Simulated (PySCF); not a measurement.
# C3H5FO2: the cost of one run

Programs: PySCF 2.14.0, with density-fitted response routines of our own. Each step states its level of theory. These are calculated values for one molecule in the gas phase, unless marked as measured. Atoms count from 0, in the outputs and in this text.

### 1 The molecule as given

11 atoms, charge 0, multiplicity 1; geometry from: PBE0-D3(BJ)/def2-SVP.

Bonds of the start (Å): F0–C1 1.37, C1–C2 1.54, C2–O3 1.40, O3–C4 1.39, C4–O5 1.41, O5–C1 1.37, C1–H6 1.10, C2–H7 1.10, C2–H8 1.11, C4–H9 1.10, C4–H10 1.11.

### 2 NMR shieldings: HF/pcSseg-2

The job: settings as JSON, then the geometry in Å.

```
{"job": {"kind": "nmr", "xc": "HF", "basis": "pcSseg-2", "pop": false}, "charge": 0, "multiplicity": 1}
F     -0.485825     1.915828     0.207015
C     -0.265124     0.821688    -0.592519
C     -1.003200    -0.393134    -0.003706
O      0.021542    -1.287281     0.348282
C      1.180587    -0.524495     0.430527
O      1.057645     0.455845    -0.573459
H     -0.547584     1.106334    -1.617076
H     -1.677451    -0.879463    -0.723275
H     -1.586739    -0.057168     0.872689
H      2.058780    -1.150072     0.219901
H      1.280491    -0.039014     1.423981
```

Method: GIAO HF/pcSseg-2 NMR shielding, non-relativistic, gas phase.

Run with:

```sh
> OMP_NUM_THREADS=1 python probes_run.py task.json out
```

One launch serves the whole session: the jobs run in the order shown.

Q: Estimate the wall time and peak memory of this first job on 1 thread of Arm Neoverse N1, shared host.

About 34 s, with a peak of 1.1 GiB.
